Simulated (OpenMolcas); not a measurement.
# HBS: a line through the functionals

HBS has 3 atoms, charge 0, and is taken as a singlet. SMILES: `B=S`. The coordinates come from a PBE0-D4/def2-TZVP relaxation.

The electronic atomisation energy y, in eV, basis def2-TZVPPD; a is the functional's share of exact exchange. Programs: OpenMolcas 26.06.

| functional | program | a | y (eV) |
| --- | --- | --- | --- |
| r2SCAN | OpenMolcas | 0 | 10.97 |
| BLYP | OpenMolcas | 0 | 10.78 |
| B3LYP | OpenMolcas | 0.2 | ? |
| PBE0 | OpenMolcas | 0.25 | 10.82 |
| BHLYP | OpenMolcas | 0.5 | 10.41 |

**Question.** Fit y = c + s·a to the known rows and predict B3LYP.

**Answer.** 
1. Means of the 4 rows: a = 0.1875, y = 10.745.
2. Σ(Δa)² = 0.17188, Σ(Δa·Δy) = -0.14875, so the slope is -0.14875/0.17188 = -0.86543.
3. Intercept: 10.745 − (-0.86543) × 0.1875 = 10.907. The largest residual of the fit is 0.13.
4. B3LYP: 10.907 + (-0.86543) × 0.2 = 10.73 eV.

The run gave 10.76 eV, so the prediction is off by -0.03 eV, within the scatter of the fit. The rows mix families of semi-local functionals, which the line can't see.
